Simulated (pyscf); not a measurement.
`[P]#[P]` + `[SiH4]` → `[SiH3][P]=[PH]`, an addition across a multiple bond or ene-type step (singlet surface; H–Si broken, P–Si, H–P formed). Optimised with ωB97X-D3(BJ)/def2-SVP in PySCF. MP2 and CC: frozen core, UHF for open shells. ΔMP2 is the change of the MP2 total energy from the triple- to the quadruple-zeta basis. Energies in kcal/mol from the separated reactants.

Small-basis levels: PySCF, no dispersion term, spherical d functions. AM1 to PM7: differences of heats of formation from MOPAC. GFN2-xTB: tblite. Cost: rough CPU time at the saddle relative to B3LYP/6-31G*, from one job on a shared machine.

```csv
level,barrier,reaction energy,cost
HF/STO-3G,85.0,-18.5,0.04
HF/6-31G*,70.0,+0.7,0.07
MP2/6-31G*,59.7,+5.6,0.09
SVWN5/6-31G*,24.9,-16.0,0.9
BP86/6-31G*,38.7,-5.7,1
PBE/6-31G*,35.6,-8.4,1
B3LYP/6-311+G**,47.5,-2.2,1
GFN2-xTB,(withheld),-8.0,under 0.02
PM6,(withheld),-128.5,under 0.02
CCSD(T)/def2-TZVPP + ΔMP2(QZVPP),(withheld),-5.9,–
```

Task: Complete the blanks.

Result: 
- GFN2-xTB, barrier: 34.2
- PM6, barrier: -63.8
- CCSD(T)/def2-TZVPP + ΔMP2(QZVPP), barrier: 43.3

Against the last row the barrier runs from -107.1 (PM6) to +41.7 kcal/mol (HF/STO-3G). At PM6 this geometry lies under one side, so the entry may be no barrier of that level: it is a single point on another level's saddle. CCSD(T)/def2-TZVPP + ΔMP2(QZVPP) has limits of its own. H₃Si–P=PH lies 14.5 kcal/mol over its isomer cyclic H₄P₂Si (SMILES [SiH2]1PP1), and others may lie lower still (electronic energy, ωB97M-D3(BJ)). One saddle was located; it need not be the lowest between these sides. The CCSD(T) − MP2 part came from Ansatz, without density fitting, on the same reference.
